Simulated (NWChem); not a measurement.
# MN15/6-311G run of AlH5S (Al(H2S)H3)

We compute energy and one-electron properties of AlH5S (Al(H2S)H3). 

The calculation is run with NWChem 7.3.0.

### 1 The molecule

The species is AlH5S (7 atoms), typed as a singlet with charge 0. As SMILES, `[H][Al]([H])([H])<-[SH2]`. Geometry: a GFN2-xTB relaxation, a rough one for these elements and not checked as a minimum.

Bond lengths: Al1–S2 2.471 Å, S2–H3 1.332 Å, S2–H4 1.332 Å, Al1–H5 1.563 Å, Al1–H6 1.577 Å, Al1–H7 1.563 Å. Angles: Al1–S2–H3 90.6°, Al1–S2–H4 90.1°, S2–Al1–H5 96.0°, S2–Al1–H6 92.1°, S2–Al1–H7 95.6°, H3–S2–H4 92.6°, H5–Al1–H6 118.7°, H5–Al1–H7 120.8°, H6–Al1–H7 118.6°.

### 2 Energy and one-electron properties at MN15/6-311G

alh5s.nw reads:

```
start alh5s
title "AlH5S properties"
memory total 2200 mb

geometry units angstrom noautoz
 Al       0.129800      -0.221970      -1.011590
 S        0.151830      -0.251940       1.458910
 H        0.512600       1.030130       1.485280
 H       -1.145480       0.049310       1.476400
 H        1.682150      -0.187190      -1.188640
 H       -0.666140       1.139260      -1.046260
 H       -0.664760      -1.557600      -1.174090
end

basis spherical
 * library 6-311G
end

dft
 xc mn15
 grid medium
 convergence energy 1e-06
 mulliken
end

property
 mulliken
 efieldgrad
 efield
 moldenfile
 molden_norm janpa
end

task dft property
```

Launch:

```sh
$ nwchem alh5s.nw > alh5s.out
```

Q: Predict the results. Wanted: total energy; dipole moment; HOMO energy; LUMO energy; HOMO–LUMO gap.

Computed results:

At MN15/6-311G:

| quantity | value |
| --- | --- |
| total energy | -643.36314 Eh |
| dipole moment | 3.40 D |
| HOMO energy | -8.73 eV |
| LUMO energy | -0.02 eV |
| HOMO–LUMO gap | 8.71 eV |

**Reading.** Mulliken charges run from -0.29 on H6 to +0.62 on Al1.
